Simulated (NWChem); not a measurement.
The numbers come from NWChem runs, not from measurements. System: FLi, charge 0, spin multiplicity 1, at a geometry optimised with B3LYP/def2-SVP. The structure started from a generated list of species. Level: G0W0@PBE/def2-TZVP, RI basis def2-tzvp-rifit.

The NWChem input:

```
start mol
memory heap 200 mb stack 700 mb global 1700 mb
geometry units angstroms nocenter noautoz
  Li     0.000000     0.000000    -1.146724
  F      0.000000     0.000000     0.382241
  symmetry group C2v
end
basis spherical
  * library def2-tzvp
end
basis "ri basis" bse spherical
  * library def2-tzvp-rifit
end
dft
  xc xpbe96 cpbe96
  iterations 100
  direct
  tolerances tight
end
task dft energy
gw
  states alpha occ 4 vir 2
end
task dft gw
```

NWChem printed:

```
             Northwest Computational Chemistry Package (NWChem) 7.3.0
             --------------------------------------------------------

                                NWChem Input Module
                                -------------------

 Scaling coordinates for geometry "geometry" by  1.889725989
 (inverse scale =  0.529177249)

 Turning off AUTOSYM since
 SYMMETRY directive was detected!

                             Geometry "geometry" -> ""
                             -------------------------

 Output coordinates in angstroms (scale by  1.889725989 to convert to a.u.)

  No.       Tag          Charge          X              Y              Z
 ---- ---------------- ---------- -------------- -------------- --------------
    1 Li                   3.0000     0.00000000     0.00000000    -1.14672400
    2 F                    9.0000     0.00000000     0.00000000     0.38224100

 Effective nuclear repulsion energy (a.u.)       9.3447434853

            Nuclear Dipole moment (a.u.)
            ----------------------------
        X                 Y               Z
 ---------------- ---------------- ----------------
     0.0000000000     0.0000000000    -0.0000056692

      Symmetry information
      --------------------

 Group name             C2v
 Group number             16
 Group order               4
 No. of unique centers     2

      Symmetry unique atoms

     1    2


 Summary of "ao basis" -> "" (spherical)
 ------------------------------------------------------------------------------
       Tag                 Description            Shells   Functions and Types
 ---------------- ------------------------------  ------  ---------------------
 *                         def2-tzvp                  on all atoms

 new library libraries.bse/

 Summary of "ri basis" -> "" (spherical)
 ------------------------------------------------------------------------------
       Tag                 Description            Shells   Functions and Types
 ---------------- ------------------------------  ------  ---------------------
 *                      def2-tzvp-rifit               on all atoms
[...]
           0.000000000000          42.774560244777           0.000000000000
           0.000000000000           0.000000000000           0.000000000000

     Multipole analysis of the density
     ---------------------------------

     L   x y z        total         alpha         beta         nuclear
     -   - - -        -----         -----         ----         -------
     0   0 0 0     -0.000000     -6.000000     -6.000000     12.000000

     1   1 0 0      0.000000      0.000000      0.000000      0.000000
     1   0 1 0      0.000000      0.000000      0.000000      0.000000
     1   0 0 1     -2.298740     -1.149367     -1.149367     -0.000006

     2   2 0 0     -5.576204     -2.788102     -2.788102      0.000000
     2   1 1 0     -0.000000     -0.000000     -0.000000      0.000000
     2   1 0 1     -0.000000     -0.000000     -0.000000      0.000000
     2   0 2 0     -5.576204     -2.788102     -2.788102      0.000000
     2   0 1 1     -0.000000     -0.000000     -0.000000      0.000000
     2   0 0 2     -1.238028    -10.010737    -10.010737     18.783446

 Task  times  cpu:        0.8s     wall:        0.8s

                                NWChem Input Module
                                -------------------

                                 NWChem GW Module
                                 ----------------

                             ***********************
                             ***        GW       ***
                             ***********************

 Summary of "ri basis" -> "ri basis" (spherical)
 ------------------------------------------------------------------------------
       Tag                 Description            Shells   Functions and Types
 ---------------- ------------------------------  ------  ---------------------
 Li                     def2-tzvp-rifit             17       39   9s5p3d
 F                      def2-tzvp-rifit             22       76   8s6p4d3f1g

                 Memory Information
                 ------------------
          Available GA per process is          1700.0 MBs
          Available stack per process is        700.0 MBs
          Available heap per process is           0.0 MBs

          Peak memory in Initialization
              Peak GA per process is                  0.4 MBs
              Peak stack per process is               0.0 MBs
              Peak heap per process is                0.5 MBs
              Memory not in MA per process            0.0 MBs

          Peak memory in AFF Calculation
              Peak GA per process is                  0.9 MBs
              Peak stack per process is               0.4 MBs
              Peak heap per process is                0.0 MBs
              Memory not in MA per process            0.4 MBs

          Computing 2-center integrals
          Computing Inverse Cholesky factor
          Computing 3-center integrals
          Computing V_xc ...

          Computing Sigma_x
          Computing RPA polarizability
          Solving quasiparticle equations

                  Alpha Orbitals
          State     Energy (eV)     Error (eV)
          -----------------------------------
@GW         3        -28.934           0.002
@GW         4        -10.275           0.004
@GW         5         -9.701           0.002
@GW         6         -9.701           0.002
@GW         7          0.253           0.004
@GW         8          3.106           0.000

   Applying  -3.6735 eV scissor-shift to rest of particle states

   Applying   1.8597 eV scissor-shift to rest of hole states

     GW Timing Statistics
   ------------------------
   Init.   :          0.1s
     ERIs  :          0.1s
     Distr.:          0.0s
     Vxc   :          0.0s
   Sigma_x :          0.0s
   RPA     :          0.0s
   Wmn     :          0.0s
   Sigma_c :          0.0s
   GW total:          0.2s

 Task  times  cpu:        0.2s     wall:        0.2s

 Total times  cpu:        1.1s     wall:        1.1s
```
